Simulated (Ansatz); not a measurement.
in.yaml

```yaml
crystal:
  periodic: [false, false, false]
  atoms:
    - {symbol: P, position_ang: [-0.000003, -0.399478, 1.630239]}
    - {symbol: Ga, position_ang: [0.000009, -0.319823, -0.636341]}
    - {symbol: S, position_ang: [-0.000004, -0.308458, -2.655390]}
    - {symbol: H, position_ang: [-0.000002, 1.027759, 1.661492]}
basis:
  gaussian: {orbitals: STO-3G}
magnetization: {spin_polarized: false, initial_magnetization: 3}
correlation: {method: mp2, electrons: outside_noble_gas}
scf: {lower_state_search: off}
```

```sh
$ ansatz run in.yaml --threads 1 --pin off --events-out ev --progress --plain --max-ram 2393MiB
```

Log:

```
these checks for a lower state are left out or cut short: stability, starts, cluster_reference, orbital_swaps, neighbouring_geometries, increment
382 factors; integrals over basis functions are off by at most 2.3e-5 eV
mean field evaluation 1: about -71596.3216 eV, gradient 5.5e1 eV
mean field evaluation 2: about -71596.3515 eV, gradient 5.5e1 eV
mean field evaluation 4: about -71605.5398 eV, gradient 2.5e1 eV
mean field evaluation 8: about -71608.3516 eV, gradient 5.6e0 eV
mean field evaluation 16: about -71609.8276 eV, gradient 3.6e-1 eV
mean field -71609.83260933 eV, -2631.6128095048 hartree, gradient 1.9e-6 eV, S^2 3.750000; 0 other end points of the search recorded, 0 dependent functions left out
24 core orbitals not correlated: weight in the atoms' cores, before any rotation towards them, 0.442 or more for the frozen orbitals, at most 0.195 for the correlated occupied ones
reference -71609.83260933 eV, -2631.6128095048 hartree; 9, 6 occupied and 4, 7 virtual orbitals, 382 factors
second order -2.38533959 eV of doubles, -0.02952702 eV of singles
Total energy: -71612.24747594 eV, -2631.7015542161 hartree
Checks for a lower state left out: stability, starts, cluster_reference, orbital_swaps, neighbouring_geometries, increment
```

Ran on 1 thread of Arm Neoverse N1, shared host: 1.1 s wall, 0.28 GiB peak host memory.
